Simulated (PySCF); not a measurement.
Adding and removing an electron: BC

r²SCAN; B aug-cc-pVDZ, C aug-cc-pVDZ; no relativity (PySCF 2.14). Neutral (UKS): quartet (σ ↑, π ↑↑), Re = 1.498 Å, ωe = 1173 cm⁻¹, De = 4.74 eV, HOMO -7.10 eV, LUMO -4.78 eV.

BC⁻ (UKS): triplet (σ ↑, π ↑), Re = 1.442 Å, ωe = 1337 cm⁻¹, De = 5.22 eV to B + C⁻. The energies at the minima are -62.63663 hartree for BC and -62.70945 for BC⁻.

Problem. Work out the adiabatic electron affinity, without and with harmonic zero-point energies (1 hartree = 27.2114 eV, 1 eV = 8065.5 cm⁻¹), and the change of the bond length.

Solution. At r²SCAN: 0.07282 hartree = 1.982 eV between the minima; the zero-point term (1173.0 − 1337.0)/2 cm⁻¹ = -0.010 eV makes it 1.971 eV. Re changes by -5.6 pm against the neutral. The electron enters a π orbital; the charge polarises the partner, so the anion is bound more strongly.

For an ion De counts to the pair picked by the measured ionisation energies or electron affinities, which need not be the lowest pair at this level. The highest Kohn–Sham level is positive in this anion. Much of that is self-interaction error, but it also means that the finite basis helps to hold the extra electron. States were picked by a PBE0 search and need not be the measured ground states.
